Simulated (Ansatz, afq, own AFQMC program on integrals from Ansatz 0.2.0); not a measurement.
# AlSiH2, quartet: AFQMC among the cluster methods

```xyz
4

Si    0.0000    0.0000    1.6266
Al    0.0000    0.0000   -1.5095
H     0.0000    1.8299   -2.4582
H     0.0000   -1.8299   -2.4582
```

Connectivity, by distances: Si ··· Al ··· H2.

Basis cc-pVDZ. Only valence electrons are correlated. AFQMC by an in-house program on the Cholesky factors that Ansatz 0.2.0 writes for its CCSD(T) run. ph-AFQMC/CISD is guided by a CISD state made of CCSD amplitudes; releasing the constraint for a short imaginary time cuts its bias at the price of noise, slowly where states lie close. Uncertainties: one standard error, sampling alone.

Determinant: UHF, the one that the program's search chose, which needn't be the lowest solution. The geometry is a point of a scan.

No full CI on the walks' own integrals is used here; CCSDT(Q) serves as the reference and is uncertain by about the last step of the cluster series.

Cautions: lower spins were not checked; unrestricted determinant slightly spin contaminated (⟨S²⟩ 3.82 against 3.75).

```
T1 diagnostic                               : 0.0385
weight of the determinant in the CISD state : 0.834
⟨S²⟩ of the determinant                     : 3.823
size of the correlated space                : 9 electrons in 36 orbitals
```

| level | correlation energy (eV) |
| --- | --- |
| MP2 | -3.0256 |
| CCSD | -4.2291 |
| CCSD(T) | -4.3607 |

(1) Estimate where phaseless AFQMC with a CISD trial lies against CCSD(T) on the same integrals.

(1) 8.4 ± 1.7 kJ/mol below CCSD(T).

Reference: CCSDT(Q), correlation energy -4.430 eV. The released energy is read at 2.40 1/Eh (meV from the phaseless value at times in 1/Eh: -3 ± 16 at 0.24, 9 ± 16 at 0.51, 31 ± 16 at 0.99, 19 ± 14 at 1.62, 25 ± 13 at 2.40).

| level | E − E(reference) (kJ/mol) | share of correlation (%) |
| --- | --- | --- |
| CCSD(T) | 6.7 | 98.43 |
| CCSDT | 1.0 | 99.77 |
| ph-AFQMC/CISD | -1.7 ± 1.7 | 100.39 |
| released AFQMC | 0.7 ± 1.2 | 99.84 |

A walk keeps the symmetry of its determinant, which the program's search chose and which needn't be the lowest solution, so a lower state of the same spin and another symmetry isn't excluded. Released energies are given only where the last usable release times agree within the noise; a slower fall can still hide under it.
